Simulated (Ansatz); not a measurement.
Input file:

```yaml
crystal:
  periodic: [false, false, false]
  atoms:
    - {symbol: As, position_ang: [0.000000, -0.028819, 0.968754]}
    - {symbol: As, position_ang: [0.000000, 0.008657, -0.982886]}
    - {symbol: H, position_ang: [0.000000, 1.498651, 1.050454]}
basis:
  gaussian: {orbitals: def2-SVP}
magnetization: {spin_polarized: true, initial_magnetization: 3}
correlation: {method: mp2, electrons: outside_noble_gas}
```

```sh
$ ansatz run in.yaml --threads 1 --pin off --events-out ev --progress --plain --max-ram 2393MiB
```

Log:

```
683 factors; integrals over basis functions are off by at most 1.2e-3 eV
mean field evaluation 1: about -121587.2088 eV, gradient 7.0e0 eV
mean field evaluation 2: about -121587.2144 eV, gradient 7.0e0 eV
mean field evaluation 4: about -121587.8851 eV, gradient 1.5e0 eV
mean field evaluation 8: about -121587.9154 eV, gradient 9.7e-4 eV
mean field evaluation 16: about -121587.9154 eV, gradient 3.4e-3 eV
mean field evaluation 32: about -121587.9583 eV, gradient 6.4e-1 eV
mean field -121588.53538572 eV, -4468.2962597559 hartree, gradient 1.7e-6 eV, S^2 3.782584; 6 other end points of the search recorded, 0 dependent functions left out
28 core orbitals not correlated: weight in the atoms' cores, before any rotation towards them, 0.999 or more for the frozen orbitals, at most 0.001 for the correlated occupied ones
reference -121588.53538572 eV, -4468.2962597559 hartree; 7, 4 occupied and 34, 37 virtual orbitals, 683 factors
second order -4.22484646 eV of doubles, -0.00000000 eV of singles
Total energy: -121592.76023218 eV, -4468.4515199995 hartree
```

Ran on 1 thread of AMD EPYC, shared host: 20 s wall, 0.19 GiB peak host memory.
